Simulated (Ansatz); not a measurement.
C3H6N2 (`C=NC(=C)N`) at its PBE0-D4/def2-TZVP geometry, where that method's forces vanish. The species carries charge 0 and has multiplicity 1.

```xyz
11

C    -1.0078   -1.5238    0.3326
N    -0.1857   -0.7400    0.8814
C     0.2885    0.3578    0.1480
C    -0.5219    1.1897   -0.5234
N     1.6479    0.5332    0.3118
H    -1.4153   -2.3498    0.9138
H    -1.3359   -1.4089   -0.7066
H    -1.5918    1.0475   -0.4979
H    -0.1354    2.0700   -1.0203
H     2.0952    1.1301   -0.3626
H     2.1621   -0.3057    0.5233
```

(1) What forces (eV/Å) does r2SCAN-D4/def2-TZVPP give on these atoms in Ansatz 0.2.0? (Estimate.)

Results:

(1) The calculation gave: 
```
C1  -0.227 -0.248 -0.118
N2   0.196  0.122  0.222
C3   0.039 -0.098  0.015
C4  -0.189  0.192 -0.164
N5   0.143  0.038  0.062
H6  -0.007  0.009  0.002
H7  -0.012 -0.001 -0.026
H8   0.023 -0.003  0.004
H9   0.002  0.000  0.025
H10  0.009  0.007 -0.021
H11  0.022 -0.018 -0.001
```
